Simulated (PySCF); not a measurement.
Geometry:
```tsv
atom	x (Å)	y (Å)	z (Å)
C1	0.903	0.471	1.027
C2	-0.515	0.049	0.678
C3	-1.559	0.864	1.423
C4	-2.968	0.490	1.075
O5	-3.327	-0.323	0.295
Cl6	-4.164	1.457	2.006
H7	1.081	1.529	0.777
H8	1.107	0.348	2.103
H9	1.643	-0.129	0.479
H10	-0.688	0.147	-0.406
H11	-0.664	-1.019	0.906
H12	-1.456	1.945	1.224
H13	-1.456	0.768	2.517
```

Geometry: PBE0-D3(BJ)/def2-SVP; GIAO shifts from PySCF, gas phase, non-relativistic, averaged over equivalent atoms.

At KT2/pcSseg-1 (144 basis functions, 20 s wall time on 1 thread of an Arm Neoverse V1, shared host):
```tsv
atoms	δ (ppm)
C4	172.4
C3	52.5
C2	22.3
C1	14.7
O5	540.6
Cl6	463.8
H12/H13	2.66
H10/H11	1.48
H7/H8/H9	0.93
```

Chemical shifts δ = σref − σ; TMS for $^{13}$C (σ = 183.22 ppm) and $^{1}$H (σ = 31.18 ppm); H2O for $^{17}$O (σ = 330.66 ppm); $^{35}$Cl (σ = 942.74 ppm) vs HCl, all at this level.

Q: Predict the values at B97-D/pcSseg-1 on the same geometry.

A: 
```tsv
atoms	δ at B97-D/pcSseg-1	change
C4	178.3	+5.9
C3	52.3	-0.2
C2	23.0	+0.7
C1	15.7	+1.0
O5	549.3	+8.7
Cl6	475.0	+11.2
H12/H13	2.68	+0.02
H10/H11	1.52	+0.04
H7/H8/H9	0.96	+0.03
```

Chemical shifts δ = σref − σ; $^{13}$C (σref 179.17), $^{1}$H (σref 31.41) against TMS; H2O for $^{17}$O (σref 330.37); HCl for $^{35}$Cl (σref 925.42), all at this level.

The largest change is at Cl6 (chlorine bonded to C). Cost: 144 basis functions, 20 s wall time on 1 thread of an Arm Neoverse V1, shared host. The order of the carbon signals is the same at both levels.

Carbons that carry Cl, above all several Cl atoms, come out too deshielded, partly because spin–orbit coupling is missing. Unscaled 17O shifts of doubly bonded oxygen tend to come out too high, by tens of ppm or more. Experimental scales use liquid or dissolved standards, which lie at an offset from isolated H2O (liquid H2O: subtract about 36 ppm).
